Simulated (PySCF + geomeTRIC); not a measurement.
Species: H4Si, SMILES `[SiH4]` (charge 0, multiplicity 1).

**Question.** Give a relaxed geometry from PBE0-D3(BJ)/def2-TZVP in PySCF + geomeTRIC.

**Answer.** the end point of this relaxation (outside a Z-matrix the atoms follow the SMILES, hydrogens last).
Cartesian coordinates (Å) in one orientation:
```xyz
5

Si     0.000     0.000     0.000
H     -0.507     1.389     0.136
H      1.146    -0.019    -0.944
H     -1.083    -0.873    -0.518
H      0.444    -0.497     1.327
```
